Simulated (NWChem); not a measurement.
# Correlation energy of fluorine (F$_{2}$)

```xyz
2

F      0.0000     0.0000     0.6882
F      0.0000     0.0000    -0.6882
```
Charge 0, spin multiplicity 1.

Program: NWChem. Structure: optimised with PBE0/def2-SVP, a minimum by its harmonic frequencies.

Basis set: STO-3G. Each correlation energy counts from its own Hartree-Fock reference.

The correlated methods keep 2 core orbitals frozen. Coupled-cluster values serve here as a point of comparison, not as the truth.

**Question.** One of these methods gave a correlation energy of -74.5 mHa. Which?
A) SCS-MP2
B) MP2
C) CCSD+T(CCSD)

**Answer.** C, CCSD+T(CCSD). The others give -57.6 (SCS-MP2), -48.0 (MP2).
